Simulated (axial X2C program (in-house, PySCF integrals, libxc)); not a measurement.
## Bond lengths and stretching modes, held linear, of SPS²⁺

Computed with an in-house all-electron X2C program for linear molecules (integrals from PySCF): two-component X2C with atomic mean-field Coulomb and Gaunt terms, Gaussian nuclei, basis S dyall-av3z, P dyall-v3z with contracted cores. Spin-free rows use the one-electron spin-free X2C Hamiltonian.

Masses S 31.972, P 30.974, S 31.972 u. States: 2c Ω = 3/2 (beyond evenly filled blocks: ω = 3/2); spin-free M_S = 1/2, Λ = 1 (beyond evenly filled blocks: π+α, π+β, π-α).

PBE0, 2c: energies above the lowest point

```
r(S–P) (Å)  r(P–S) (Å)  E (meV)
    1.8457      1.8457    70.08
    1.8457      1.8930    25.18
    1.8457      1.9403    32.54
    1.8930      1.8457    25.18
    1.8930      1.8930     0.00
    1.8930      1.9403    26.10
    1.8930      1.9877    89.05
    1.9403      1.8457    32.54
    1.9403      1.8930    26.10
    1.9403      1.9403    70.80
    1.9877      1.8930    89.05
    1.9877      1.9877   249.37
```

**Question.** Fit a quadratic surface with cubic terms in each bond: where is the minimum, and what are the two stretching wavenumbers?

**Answer.** At PBE0, 2c: bonds 1.891 and 1.891 Å; harmonic stretches 516.0 and 623.8 cm⁻¹; force constants 3.7, 3.7 and coupling 1.31 mdyn/Å.

The other levels and Hamiltonians give:

```csv
Hamiltonian,level,r(S–P) (Å),r(P–S) (Å),lower stretch (cm⁻¹),upper stretch (cm⁻¹)
2c,TPSSh,1.900,1.900,506.9,656.9
spin-free,PBE0,1.891,1.891,516.2,623.2
spin-free,TPSSh,1.900,1.900,507.1,656.7
```

Each state is one determinant, the lowest of a limited PBE0 search; the stretches come from a fit to these few points and carry an uncertainty of a few per cent. Other orders of the atoms were not compared. Left out for rough or failed fits: HF 2c, MP2 2c, HF spin-free, MP2 spin-free. A multiply charged ion may be only metastable. The molecule was held linear; bending was not examined, so a bent shape may lie lower. Note: functional without a current term on a determinant with orbital currents, of the molecule or an atom.
